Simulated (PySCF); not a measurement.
PySCF input:

```python
from pyscf import gto, scf, dft

mol = gto.M(
    atom='''
    O     0.89541029   -0.76995511   -0.01968689
    C    -0.45895806   -0.20397243    0.20135540
    O    -0.57728033    1.03717373   -0.06337258
    H     1.37621960    0.03121290   -0.27699242
    H    -1.16751096   -0.94512725   -0.26666413
    ''',
    basis='def2-tzvpd',
    charge=-1,
    spin=1,
    verbose=4,
)

mf = dft.UKS(mol, xc='m06l').density_fit(auxbasis='def2-universal-jkfit')
mf.grids.level = 4
mf.conv_tol = 1e-9
mf.max_cycle = 100
mf.max_memory = 1500
mf.kernel()
if not mf.converged:
    mf = mf.newton()
    mf.kernel(mf.make_rdm1())
for _ in range(2):
    mo, _, stable, _ = mf.stability(return_status=True)
    if stable:
        break
    mf.kernel(mf.make_rdm1(mo, mf.mo_occ))
mf.analyze()
```

**Question.** What final total energy does it print?

**Answer.** -189.76077 Eh (M06-L/def2-TZVPD).
